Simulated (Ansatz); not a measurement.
B20 (FeSi-type) FeSi was calculated with LDA in Ansatz (PAW).

Numerical settings: plane-wave cutoff 520 eV, 8×8×8 k mesh, Fermi–Dirac smearing 0.01 eV, no spin polarisation, scalar-relativistic PAW data made under PBE.

Response to compression and expansion:

Shape and atoms are relaxed at each volume.

```json
[
 {"V (Å³/atom)": "10.007", "P (GPa)": "11.28", "direct gap at Γ (eV)": "0.804", "smallest gap on the k mesh (eV)": "0.133"},
 {"V (Å³/atom)": "10.215", "P (GPa)": "5.32", "direct gap at Γ (eV)": "0.776", "smallest gap on the k mesh (eV)": "0.134"},
 {"V (Å³/atom)": "10.424", "P (GPa)": "0.00", "direct gap at Γ (eV)": "0.750", "smallest gap on the k mesh (eV)": "0.137"},
 {"V (Å³/atom)": "10.632", "P (GPa)": "-4.74", "direct gap at Γ (eV)": "0.725", "smallest gap on the k mesh (eV)": "0.140"},
 {"V (Å³/atom)": "10.840", "P (GPa)": "-8.95", "direct gap at Γ (eV)": "0.702", "smallest gap on the k mesh (eV)": "0.143"}
]
```

The fundamental gap (0.12 eV at the equilibrium volume, with added k points) lies elsewhere than Γ–Γ.

Measured, for comparison: band gap 0.05 eV (temperature not stated, no zero-point or thermal correction, indirect, transport; lower end of the printed range; as tabulated in Tomczak (2018), arXiv:1802.07220).

Note: the bulk modulus comes from volumes at which shape and atoms were relaxed.

Ansatz is a first-principles code.
